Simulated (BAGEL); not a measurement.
# C3H3NO (SMILES CN=C=C=O): HF/6-31G(d) (density fitting with qzvpp-jkfit, spherical functions)

Aim: the energy change on altering one bond length of C3H3NO at HF/6-31G* (density fitting with qzvpp-jkfit, spherical functions), from 2 runs. 

The calculation is run with BAGEL 1.2.2.

26 further runs of the same task are left out: 26 set aside as unsound or not needed.

### 1 The structure to begin with

The species is C3H3NO (8 atoms), meant as a singlet with charge 0. As SMILES, `CN=C=C=O`. Geometry: relaxed at PBE0-D4/def2-TZVP.

Bond lengths: C1–N2 1.442 Å, N2–C3 1.252 Å, C3–C4 1.342 Å, C4–O5 1.161 Å, C1–H6 1.094 Å, C1–H7 1.094 Å, C1–H8 1.094 Å. Angles: C1–N2–C3 117.9°, N2–C3–C4 138.0°, C3–C4–O5 157.4°, N2–C1–H6 107.9°, N2–C1–H7 107.9°, N2–C1–H8 114.0°, H6–C1–H7 106.3°, H6–C1–H8 110.2°, H7–C1–H8 110.2°.

### 2 A single-point energy at HF/6-31G(d) (density fitting with qzvpp-jkfit, spherical functions)

input.json

```json
{ "bagel" : [

{
  "title" : "molecule",
  "basis" : "6-31gs.json",
  "df_basis" : "qzvpp-jkfit",
  "angstrom" : "true",
  "geometry" : [
    { "atom" : "C", "xyz" : [   -0.498600,   -0.968500,    0.822100 ] },
    { "atom" : "N", "xyz" : [    0.538000,   -0.074100,    0.368500 ] },
    { "atom" : "C", "xyz" : [    0.292400,    0.656100,   -0.619000 ] },
    { "atom" : "C", "xyz" : [    0.920700,    1.590300,   -1.349700 ] },
    { "atom" : "O", "xyz" : [    1.060500,    2.380000,   -2.188700 ] },
    { "atom" : "H", "xyz" : [   -0.702500,   -0.741000,    1.872400 ] },
    { "atom" : "H", "xyz" : [   -0.097100,   -1.985900,    0.801000 ] },
    { "atom" : "H", "xyz" : [   -1.421200,   -0.914200,    0.237600 ] }
  ]
},
{
  "title" : "hf"
},
{
  "title" : "print",
  "file" : "orbitals.molden",
  "orbitals" : "true"
}

]}
```

The basis set 6-31G* is read from a file made from the Basis Set Exchange's data (not shown).

On the command line:

```sh
BAGEL_NUM_THREADS=1 BAGEL input.json > input.out
```

Output:

```text
* using 1 threads per process

  ===============================================================
  ===============================================================

  *** Geometry ***

  { "atom" : "C", "xyz" : [     -0.942217,     -1.830200,      1.553544 ] },
  { "atom" : "N", "xyz" : [      1.016673,     -0.140029,      0.696364 ] },
  { "atom" : "C", "xyz" : [      0.552556,      1.239849,     -1.169740 ] },
  { "atom" : "C", "xyz" : [      1.739871,      3.005231,     -2.550563 ] },
  { "atom" : "O", "xyz" : [      2.004055,      4.497548,     -4.136044 ] },
  { "atom" : "H", "xyz" : [     -1.327533,     -1.400287,      3.538323 ] },
  { "atom" : "H", "xyz" : [     -0.183492,     -3.752807,      1.513671 ] },
  { "atom" : "H", "xyz" : [     -2.685679,     -1.727588,      0.448999 ] },

  Number of auxiliary basis functions:      433

  Since a DF basis is specified, we compute 2- and 3-index integrals:
    o Being stored without compression. Storage requirement is 0.020 GB

  Number of basis functions:       76
  Number of electrons      :       36

    * METHOD: MOLECULE                             0.13

  *** RHF ***

  === Nuclear Repulsion ===
   138.9063142913

      * DIIS with orbital gradients will be used.

  === RHF iteration (6-31gs.json) ===
      0       -244.33819434          0.02262728           0.04
      1       -244.42470145          0.01936706           0.04
      2       -244.54100747          0.00234463           0.04
      3       -244.54410078          0.00083187           0.03
      4       -244.54444671          0.00028118           0.03
      5       -244.54451441          0.00013289           0.03
      6       -244.54453190          0.00006467           0.03
      7       -244.54453569          0.00001667           0.04
      8       -244.54453592          0.00000594           0.03
      9       -244.54453595          0.00000235           0.03
     10       -244.54453595          0.00000137           0.03
     11       -244.54453595          0.00000030           0.03
     12       -244.54453595          0.00000016           0.03
     13       -244.54453595          0.00000008           0.03
     14       -244.54453595          0.00000002           0.03
     15       -244.54453595          0.00000001           0.03
    * SCF iteration converged.

    * Permanent dipole moment:
           (    0.407715,     0.579381,    -0.443035) a.u.

    * METHOD: HF                                   0.65

    * METHOD: PRINT                                0.01

  ===============================================================
```

Wall time 1.1 s (1 thread of Intel Xeon 6975P-C (Granite Rapids), shared host); peak memory 0.093 GiB.

### 3 The distorted shape, same level

hf.json

```json
{ "bagel" : [

{
  "title" : "molecule",
  "basis" : "6-31gs.json",
  "df_basis" : "qzvpp-jkfit",
  "angstrom" : true,
  "geometry" : [
    { "atom" : "C", "xyz" : [      -1.016930,      -1.415726,       1.048913 ] },
    { "atom" : "N", "xyz" : [       0.538000,      -0.074100,       0.368500 ] },
    { "atom" : "C", "xyz" : [       0.292400,       0.656100,      -0.619000 ] },
    { "atom" : "C", "xyz" : [       0.920700,       1.590300,      -1.349700 ] },
    { "atom" : "O", "xyz" : [       1.060500,       2.380000,      -2.188700 ] },
    { "atom" : "H", "xyz" : [      -1.220830,      -1.188226,       2.099213 ] },
    { "atom" : "H", "xyz" : [      -0.615430,      -2.433126,       1.027813 ] },
    { "atom" : "H", "xyz" : [      -1.939530,      -1.361426,       0.464413 ] }
  ]
},

{
  "title" : "hf"
},

{
  "title" : "print",
  "file" : "orbitals.molden",
  "orbitals" : true
}

]}
```

The basis set 6-31G* is read from a file made from the Basis Set Exchange's data (not shown).

On the command line:

```sh
BAGEL_NUM_THREADS=1 BAGEL hf.json > hf.out
```

Output:

```text
* using 1 threads per process

  ===============================================================
  ===============================================================

  *** Geometry ***

  { "atom" : "C", "xyz" : [     -1.921719,     -2.675334,      1.982158 ] },
  { "atom" : "N", "xyz" : [      1.016673,     -0.140029,      0.696364 ] },
  { "atom" : "C", "xyz" : [      0.552556,      1.239849,     -1.169740 ] },
  { "atom" : "C", "xyz" : [      1.739871,      3.005231,     -2.550563 ] },
  { "atom" : "O", "xyz" : [      2.004055,      4.497548,     -4.136044 ] },
  { "atom" : "H", "xyz" : [     -2.307034,     -2.245422,      3.966938 ] },
  { "atom" : "H", "xyz" : [     -1.162994,     -4.597942,      1.942285 ] },
  { "atom" : "H", "xyz" : [     -3.665181,     -2.572722,      0.877613 ] },

  Number of auxiliary basis functions:      433

  Since a DF basis is specified, we compute 2- and 3-index integrals:
    o Being stored without compression. Storage requirement is 0.020 GB

  Number of basis functions:       76
  Number of electrons      :       36

    * METHOD: MOLECULE                             0.14

  *** RHF ***

  === Nuclear Repulsion ===
   128.0270185268

      * DIIS with orbital gradients will be used.

  === RHF iteration (6-31gs.json) ===
      0       -244.20962484          0.02390696           0.04
      1       -244.27713179          0.02228747           0.03
      2       -244.43239552          0.00225705           0.03
      3       -244.43647680          0.00071062           0.03
      4       -244.43693037          0.00035971           0.04
      5       -244.43706847          0.00016379           0.04
      6       -244.43710642          0.00009226           0.03
      7       -244.43711510          0.00002980           0.03
      8       -244.43711599          0.00001065           0.03
      9       -244.43711612          0.00000517           0.03
     10       -244.43711613          0.00000269           0.04
     11       -244.43711614          0.00000089           0.04
     12       -244.43711614          0.00000057           0.03
     13       -244.43711614          0.00000033           0.03
     14       -244.43711614          0.00000013           0.03
     15       -244.43711614          0.00000007           0.03
     16       -244.43711614          0.00000004           0.03
     17       -244.43711614          0.00000002           0.03
     18       -244.43711614          0.00000001           0.03
    * SCF iteration converged.

    * Permanent dipole moment:
           (    0.715008,     0.774813,    -0.496465) a.u.

    * METHOD: HF                                   0.77

    * METHOD: PRINT                                0.01

  ===============================================================
```

Wall time 1.2 s (1 thread of Intel Xeon 6975P-C (Granite Rapids), shared host); peak memory 0.092 GiB.

### 4 Outcome

At HF/6-31G* (density fitting with qzvpp-jkfit, spherical functions):

```
                                                         quantity          value
                                        first shape: total energy  -244.54454 Eh
                                       first shape: dipole moment         2.12 D
                                         first shape: HOMO energy       -9.07 eV
                                         first shape: LUMO energy        1.31 eV
                                       first shape: HOMO–LUMO gap       10.38 eV
                                    distorted shape: total energy  -244.43712 Eh
                                   distorted shape: dipole moment         2.96 D
                                     distorted shape: HOMO energy       -8.02 eV
                                     distorted shape: LUMO energy        1.50 eV
                                   distorted shape: HOMO–LUMO gap        9.52 eV
energy change with the C1–N2 bond stretched from 1.442 to 2.163 Å       2.923 eV
```

One bond (distorted shape) is far stretched, which a spin-restricted single reference describes badly; a broken-symmetry solution may lie lower. With the C1–N2 bond stretched from 1.442 to 2.163 Å the energy rises by 2.92 eV (282 kJ/mol). The first shape isn't relaxed at this level, so the change isn't measured from a minimum. A restricted reference can't describe the breaking bond well at this length.
